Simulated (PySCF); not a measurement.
# SiPH4 (SMILES [SiH2]P): UMP2/STO-6G

What is the vertical doublet–quartet gap of SiPH4 at UMP2/STO-6G? Input form: a Python script.

The results are computed with PySCF 2.14.0.

10 further runs of the same task are left out: 1 that didn't finish, 9 set aside as unsound or not needed.

## (1) The system as given

The species is SiPH4 (6 atoms), meant as a doublet with charge 0. As SMILES, `[SiH2]P`. The shape is that of a GFN2-xTB optimisation. This is one conformer, not always the lowest.

Bond lengths: Si1–P2 2.220 Å, Si1–H3 1.467 Å, Si1–H4 1.466 Å, P2–H5 1.384 Å, P2–H6 1.384 Å. Angles: Si1–P2–H5 96.4°, Si1–P2–H6 96.4°, P2–Si1–H3 109.7°, P2–Si1–H4 109.7°, H5–P2–H6 92.6°, H3–Si1–H4 109.1°.

## (2) A single-point energy at UMP2/STO-6G

The input, run.py:

```python
from pyscf import gto, scf, mp

system = gto.M(
    atom='''
Si   0.127020  -0.986120  -0.104660
P   -0.338670   1.170000   0.142220
H   -0.300620  -1.724700   1.087920
H   -0.579260  -1.514310  -1.276300
H    0.434680   1.617150  -0.915300
H    0.656850   1.437980   1.066130
''',
    basis='sto-6g',
    charge=0,
    spin=1,
    verbose=3,
    max_memory=1860,
)

myscf = scf.UHF(system)
myscf.conv_tol = 1e-10
myscf.kernel()
if not myscf.converged:
    myscf = myscf.newton().run(myscf.mo_coeff, myscf.mo_occ)

pt = mp.MP2(myscf, frozen=10).run()
e_tot = pt.e_tot
print('Final energy', e_tot)
```

The run is started by

```bash
$ OMP_NUM_THREADS=1 python run.py
```

The log of the run:

```text
converged SCF energy = -629.711431764697  <S^2> = 0.75239998  2S+1 = 2.0023985
E(UMP2) = -629.776743862197  E_corr = -0.065312097500592
E(SCS-UMP2) = -629.787348228281  E_corr = -0.0759164635840163
Final energy -629.7767438621975
```

It took 1.2 s on 1 thread of Arm Neoverse V1, shared host; peak memory 0.12 GiB.

## (3) The quartet, same level

The input, calc.py:

```python
from pyscf import gto, mp

mol = gto.M(
    atom='''
Si   0.127020  -0.986120  -0.104660
P   -0.338670   1.170000   0.142220
H   -0.300620  -1.724700   1.087920
H   -0.579260  -1.514310  -1.276300
H    0.434680   1.617150  -0.915300
H    0.656850   1.437980   1.066130
''',
    verbose=4,
    spin=3,
    basis='sto-6g',
    max_memory=1860,
)

mf = mol.UHF()
mf.conv_tol = 1e-10
mf.kernel()
if not mf.converged:
    mf = mf.newton().run(mf.mo_coeff, mf.mo_occ)

pt = mp.MP2(mf, frozen=10).run()
e_tot = pt.e_tot
print('E = %.10f Eh' % e_tot)
```

The run is started by

```bash
$ OMP_NUM_THREADS=1 python calc.py
```

The log of the run:

```text
PySCF version 2.14.0

[INPUT] num. atoms = 6
[INPUT] num. electrons = 33
[INPUT] charge = 0
[INPUT] spin (= nelec alpha-beta = 2S) = 3
[INPUT] symmetry False subgroup None
[INPUT] Mole.unit = angstrom
[INPUT] Symbol           X                Y                Z      unit          X                Y                Z       unit  Magmom
[INPUT]  1 Si     0.127020000000  -0.986120000000  -0.104660000000 AA    0.240033012342  -1.863496725956  -0.197778736197 Bohr   0.0
[INPUT]  2 P     -0.338670000000   1.170000000000   0.142220000000 AA   -0.639993546606   2.210979565741   0.268756849436 Bohr   0.0
[INPUT]  3 H     -0.300620000000  -1.724700000000   1.087920000000 AA   -0.568089467567  -3.259210647037   2.055870845437 Bohr   0.0
[INPUT]  4 H     -0.579260000000  -1.514310000000  -1.276300000000 AA   -1.094642754916  -2.861631167690  -2.411857452782 Bohr   0.0
[INPUT]  5 H      0.434680000000   1.617150000000  -0.915300000000 AA    0.821426151826   3.055970602340  -1.729666321814 Bohr   0.0
[INPUT]  6 H      0.656850000000   1.437980000000   1.066130000000 AA    1.241266604921   2.717388372602   2.014693713183 Bohr   0.0

nuclear repulsion = 83.3229545422204
number of shells = 14
number of NR pGTOs = 132
number of NR cGTOs = 22
basis = sto-6g
ecp = {}

******** <class 'pyscf.scf.uhf.UHF'> ********
method = UHF
initial guess = minao
damping factor = 0
level_shift factor = 0
DIIS = <class 'pyscf.scf.diis.CDIIS'>
diis_start_cycle = 1
diis_space = 8
diis_damp = 0
SCF conv_tol = 1e-10
SCF conv_tol_grad = None
SCF max_cycles = 50
direct_scf = True
direct_scf_tol = 1e-13
number electrons alpha = 18  beta = 15
Set gradient conv threshold to 1e-05
init E= -629.229827515057
[... the frontier-level lines of each cycle are left out ...]


cycle= 1 E= -629.36808060758  delta_E= -0.138  |g|= 0.128  |ddm|= 2.75
cycle= 2 E= -629.391326439796  delta_E= -0.0232  |g|= 0.0473  |ddm|= 0.338
cycle= 3 E= -629.396398892248  delta_E= -0.00507  |g|= 0.0231  |ddm|= 0.197
cycle= 4 E= -629.398064849262  delta_E= -0.00167  |g|= 0.0109  |ddm|= 0.142
cycle= 5 E= -629.398507675684  delta_E= -0.000443  |g|= 0.00325  |ddm|= 0.085
cycle= 6 E= -629.398547137776  delta_E= -3.95e-05  |g|= 0.000875  |ddm|= 0.0256
cycle= 7 E= -629.398550957571  delta_E= -3.82e-06  |g|= 0.000525  |ddm|= 0.00614
cycle= 8 E= -629.398553269617  delta_E= -2.31e-06  |g|= 0.000251  |ddm|= 0.00678
cycle= 9 E= -629.398553855382  delta_E= -5.86e-07  |g|= 9.59e-05  |ddm|= 0.00425
cycle= 10 E= -629.398553914194  delta_E= -5.88e-08  |g|= 2.84e-05  |ddm|= 0.00133
cycle= 11 E= -629.398553917335  delta_E= -3.14e-09  |g|= 6.46e-06  |ddm|= 0.000262
cycle= 12 E= -629.398553917441  delta_E= -1.06e-10  |g|= 3.06e-06  |ddm|= 3.54e-05
cycle= 13 E= -629.398553917471  delta_E= -2.96e-11  |g|= 9.94e-07  |ddm|= 1.96e-05
Extra cycle  E= -629.398553917472  delta_E= -1.14e-12  |g|= 6.59e-07  |ddm|= 3.23e-06
converged SCF energy = -629.398553917472  <S^2> = 3.7662813  2S+1 = 4.0081324

******** <class 'pyscf.mp.ump2.UMP2'> ********
nocc = (np.int64(8), np.int64(5)), nmo = (12, 12)
frozen orbitals 10
E(UMP2) = -629.450770579209  E_corr = -0.0522166617369009
E(SCS-UMP2) = -629.459936143165  E_corr = -0.0613822256937481
E_corr(same-spin) = -0.00147434814292273
E_corr(oppo-spin) = -0.0507423135939782
E = -629.4507705792 Eh
```

Run time: 1.3 s. Hardware: 1 thread of Arm Neoverse V1, shared host; peak memory 0.12 GiB.

## (4) What came out

At UMP2/STO-6G, 10 core orbitals frozen:

| quantity | value |
| --- | --- |
| doublet: total energy | -629.77674 Eh |
| doublet: dipole moment (Hartree–Fock density) | 1.25 D |
| doublet: HOMO energy (Hartree–Fock orbitals) (highest over α and β) | -5.66 eV |
| doublet: LUMO energy (Hartree–Fock orbitals) (lowest over α and β) | 6.12 eV |
| doublet: correlation energy (10 core orbitals frozen) | -65.3 mEh |
| doublet: ⟨S²⟩ of the reference determinant | 0.752 |
| quartet: total energy | -629.45077 Eh |
| quartet: dipole moment (Hartree–Fock density) | 3.01 D |
| quartet: correlation energy (10 core orbitals frozen) | -52.2 mEh |
| quartet: ⟨S²⟩ of the reference determinant | 3.766 |
| vertical energy of the quartet above the doublet | 8.870 eV |

**Reading.** At this shape the quartet lies 8.87 eV (205 kcal/mol) above the doublet. In a minimal basis such a difference can be off by several eV, whatever the method.
